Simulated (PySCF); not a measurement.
## Ne: ionisation energy

Ne [Ne] → Ne+ [He] 2s2 2p5 [2p1/2^2 2p3/2^3, M_J = 3/2], as a difference of total energies. Computed with PySCF 2.14 in x2c-TZVPPall-2c, with the two-component X2C-1e Hamiltonian. Correlated levels: 1s2 frozen. "Screened" scales the spin-orbit matrix elements by Boettger's factors to mimic the two-electron term; Breit and QED terms are absent.

```
                    method  ionisation energy (eV)
           GHF (spin-free)                  19.761
          GMP2 (spin-free)                  21.524
 GHF (screened spin-orbit)                  19.726
GMP2 (screened spin-orbit)                  21.489
```

Problem. How much does correlation contribute at GMP2 (screened spin-orbit)?

Solution. 21.489 − (19.726) = 1.763 eV, measured against GHF (screened spin-orbit).

Errors of the correlated levels include the incompleteness of this basis and the frozen core.

For comparison: 21.565 eV (measured; NIST Atomic Spectra Database, ionization energies).
